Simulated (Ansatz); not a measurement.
**BH₃SSi: one species, many methods**

An exercise on one series of results from a longer session: the logs are not shown, and one member is left open.

Program: Ansatz 0.2.0, Gaussian basis. Level of theory: functionals in def2-TZVPP, the program's frozen cores in correlated methods. These are calculated values, not measurements.

The runs, in order: LDA (SPW92), PBE-D4, revPBE-D4, BLYP-D4, r2SCAN-D4, B97M-V, PBE0-D4, B3LYP-D4, r2SCANh-D4, r2SCAN0-D4, HSE06-D4, BHLYP-D4, CAM-B3LYP-D4, LC-ωPBE, ωB97X-V, ωB97M-V, B2PLYP, PBE-QIDH; CCSD(T)/def2-SVP; CCSD(T)/def2-TZVPP; MP2/def2-QZVPP; extrapolation to the limit; RPA on PBE.

1 further run of the same task is left out (it didn't finish).

**The relaxed structure**

All runs share one geometry, relaxed beforehand with PBE0-D4 in a triple-zeta def2 set.

SMILES `B1[SiH2]S1`, 6 atoms, charge 0, spin multiplicity 1.

Atoms are counted from 1 here; the program's logs count them from 0.

Bond lengths: B1–Si2 1.933 Å, B1–S3 1.764 Å, B1–H4 1.184 Å, Si2–S3 2.169 Å, Si2–H5 1.481 Å, Si2–H6 1.481 Å. Angles: Si2–B1–S3 71.7°, Si2–B1–H4 155.2°, S3–B1–H4 133.2°, B1–Si2–S3 50.6°, B1–Si2–H5 123.9°, B1–Si2–H6 123.9°, S3–Si2–H5 114.0°, S3–Si2–H6 114.0°, H5–Si2–H6 111.7°, B1–S3–Si2 57.8°.

Set-up of the first run:

The input, in.yaml:

```yaml
crystal:
  periodic: [false, false, false]
  atoms:
    - {symbol: B, position_ang: [-0.761218, -0.831486, -0.318604]}
    - {symbol: Si, position_ang: [0.320371, 0.707009, 0.126624]}
    - {symbol: S, position_ang: [0.800993, -1.403028, 0.269460]}
    - {symbol: H, position_ang: [-1.734393, -1.385934, -0.702873]}
    - {symbol: H, position_ang: [1.147189, 1.447200, -0.854684]}
    - {symbol: H, position_ang: [0.269157, 1.402138, 1.433776]}
basis:
  gaussian: {orbitals: def2-TZVPP}
hamiltonian: {xc: lda}
output: {orbitals: {seedname: orbitals}}
```

The run is started by

```bash
$ ansatz run in.yaml --threads 2 --pin off --events-out ev --progress --plain --max-ram 4352MiB
```

Among the steps run: LDA; PBE-D4 (GGA); revPBE-D4 (GGA); BLYP-D4 (GGA); r2SCAN-D4 (meta-GGA); B97M-V (meta-GGA); PBE0-D4 (hybrid); B3LYP-D4 (hybrid); r2SCANh-D4 (hybrid); r2SCAN0-D4 (hybrid); HSE06-D4 (hybrid); BHLYP-D4 (hybrid); CAM-B3LYP-D4 (range-separated); LC-ωPBE (range-separated); ωB97X-V (range-separated); ωB97M-V (range-separated); B2PLYP (double hybrid); PBE-QIDH (double hybrid).

One table of the session follows, with a row left open; its other results are not shown here.

It belongs to the step «Frontier levels by functional». 

```
  functional  HOMO (eV)  LUMO (eV)  gap (eV)
 LDA (SPW92)      -6.36      -2.97      3.40
      PBE-D4      -6.25      -2.76      3.49
   revPBE-D4      -6.20      -2.67      3.53
     BLYP-D4      -6.08      -2.55      3.54
   r2SCAN-D4      -6.46      -2.52      3.93
      B97M-V      -6.51      -2.52      3.98
     PBE0-D4      -7.31      -1.82      5.49
    B3LYP-D4      -7.09      -1.97      5.12
  r2SCANh-D4      -6.85      -2.19      4.66
  r2SCAN0-D4      -7.44      -1.69      5.74
    HSE06-D4      -6.91      -2.20      4.71
    BHLYP-D4      -8.23      -0.73      7.50
CAM-B3LYP-D4      -8.55      -0.64      7.90
     LC-ωPBE      -9.86       0.43     10.29
     ωB97X-V      -9.52       0.38      9.90
     ωB97M-V          ?          ?         ?
```

**Question.** Estimate the row for ωB97M-V.

The run gave: HOMO (eV): -9.34; LUMO (eV): 0.21; gap (eV): 9.55. In the column «HOMO (eV)» it lies between ωB97X-V (-9.52) and CAM-B3LYP-D4 (-8.55).
